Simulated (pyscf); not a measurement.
**Substitution at C: H₃C–C(F)(F)–F (SMILES CC(F)(F)F) + Cl• (SMILES [Cl]) -> H₃C–Cl (SMILES CCl) + F–C•(F)–F (SMILES F[C](F)F)**

Gas phase, doublet surface, charge 0. Bonds broken: C1–C2. Bonds formed: C1–Cl9. Single points on ωB97X-D3(BJ)/def2-SVP structures (PySCF, gas phase).

Transition state (Å):

```xyz
9

C     -0.2901     0.6511    -0.7827
C     -1.2853    -0.6859     0.3237
F     -1.0090    -1.8903    -0.1366
F     -2.5748    -0.4314     0.2178
F     -0.8874    -0.5629     1.5748
H     -0.7452     1.4131    -0.1471
H      0.6184     0.1448    -0.4513
H     -0.8467     0.2575    -1.6351
Cl     0.7394     2.0305    -1.9243
```

One imaginary mode, 959i cm⁻¹; descent along it reached the two sides named.

| bond | change | reactant side (Å) | saddle | product side |
|---|---|---|---|---|
| C1–C2 | breaks | 1.505 | 2.000 | 3.3 |
| C1–Cl9 | forms | 3.3 | 2.065 | 1.777 |

Electronic energies relative to the separated reactants (kJ/mol):

```json
[
 {"level": "ωB97X-D3(BJ)/def2-TZVP", "barrier": "173.3", "reaction energy": "+77.0", "reverse barrier": "96.3"},
 {"level": "PBE/def2-TZVP", "barrier": "117.8", "reaction energy": "+53.2", "reverse barrier": "64.7"},
 {"level": "r²SCAN/def2-TZVP", "barrier": "132.6", "reaction energy": "+63.1", "reverse barrier": "69.5"},
 {"level": "B3LYP-D3(BJ)/def2-TZVP", "barrier": "151.8", "reaction energy": "+73.7", "reverse barrier": "78.2"},
 {"level": "PBE0-D3(BJ)/def2-TZVP", "barrier": "150.1", "reaction energy": "+68.9", "reverse barrier": "81.2"},
 {"level": "M06-2X/def2-TZVP", "barrier": "167.8", "reaction energy": "+80.0", "reverse barrier": "87.8"},
 {"level": "ωB97M-D3(BJ)/def2-TZVP", "barrier": "174.8", "reaction energy": "+83.7", "reverse barrier": "91.1"},
 {"level": "HF/def2-TZVP", "barrier": "259.3", "reaction energy": "+102.9", "reverse barrier": "156.4"}
]
```

With ωB97M-D3(BJ)/def2-TZVP energies and thermal terms (ideal gas, 1 atm, RRHO with modes under 100 cm⁻¹ raised to 100, one conformer, R ln 2 for chiral ones without a mode under 150 cm⁻¹), in kJ/mol:

```
T (K)    ΔH‡    ΔG‡     ΔH     ΔG
-----  -----  -----  -----  -----
298    168.9  195.8  +77.6  +61.6
600    169.4  222.9  +74.8  +46.5
900    169.1  249.6  +71.4  +33.1
1200   168.5  276.5  +67.9  +20.8
```

Abstraction by the radical was not located in this set and often lies lower. This is the saddle that the search found; another between the same sides may lie lower. The angle at the attacked C is 180°. Left out: orbital degeneracy and the spin-orbit lowering of Cl.
